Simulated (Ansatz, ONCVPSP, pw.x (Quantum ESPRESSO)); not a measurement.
## tantalum (Ta): does the ONCV potential hold in the solid?

- Element: tantalum (Ta)
- Generator: ONCVPSP 4.0.1.1 (patched build)
- Type: optimised norm-conserving Vanderbilt (ONCV)
- Functional: LDA (Perdew-Wang 92)
- Relativity: scalar-relativistic
- Frozen core: [Xe] 4f14
- Valence charge: 5
- Reference configuration: 5d3 6s1 6p1
- Partial waves: 6s: rc 2.20 bohr, ncon 3, nbas 7, qcut 2.7 1/bohr, local; 6p: rc 3.95 bohr, ncon 3, nbas 6, qcut 2.2 1/bohr, 2 projectors, debl 1.8 Ha; 5d: rc 2.20 bohr, ncon 4, nbas 8, qcut 6 1/bohr, 1 projector
- Local potential: the s channel
- Core correction: Teter function, fcfact 5.25, rcfact 1.75

Crystal test: fcc Ta in pw.x 7.5, no spin, 14³ k-points, Fermi–Dirac smearing 0.01 Ry, cutoffs 50/200 Ry. The reference is all-electron LAPW (Ansatz 0.2.0) with the same functional, mesh and smearing; V0 and B0 come from Birch–Murnaghan fits to the pressures at five volumes. Errors are pseudo minus all-electron; Δ is the rms difference of the E(V) curves that follow from these fits, minima aligned, over ±6 % about the mean V0. Mesh and smearing are coarse, so the numbers serve the comparison and aren't converged zero-temperature values; the lattice is a test structure that the element need not adopt.

All-electron: a0 = 4.141 Å (V0 = 17.76 Å³/atom), B0 = 207.3 GPa.

Q: How far does the potential miss the all-electron equation of state?

A: mean pressure error (GPa): +54.77. The pressure does not cross zero within the volumes sampled, so no fit is given. The largest radius (3.95 bohr) exceeds half the bond length (2.77 bohr), so the spheres overlap, which is one possible source of error among others. This is a poor potential for the solid.

| V (Å³/atom) | P all-electron (GPa) | P pseudo (GPa) |
| --- | --- | --- |
| 16.944 | 10.56 | 73.77 |
| 17.390 | 4.48 | 63.06 |
| 17.836 | -0.93 | 53.46 |
| 18.282 | -5.75 | 44.83 |
| 18.728 | -10.03 | 37.07 |

Q: At the middle volume, how do free energy and pressure move when the wave cutoff is lowered (ecutrho kept at four times it)?

A:

```tsv
cutoff (Ry)	shift of F (meV/atom)	shift of P (GPa)
22	+393.8	-16.25
30	+13.7	-0.90
40	+0.7	+0.01
```

The run at the middle volume (104 k-points, 8 iterations) took about 6.1 s on one core of a shared host (Intel(R) Xeon(R) Platinum 8488C, 192 threads, 744 GiB, load 64).
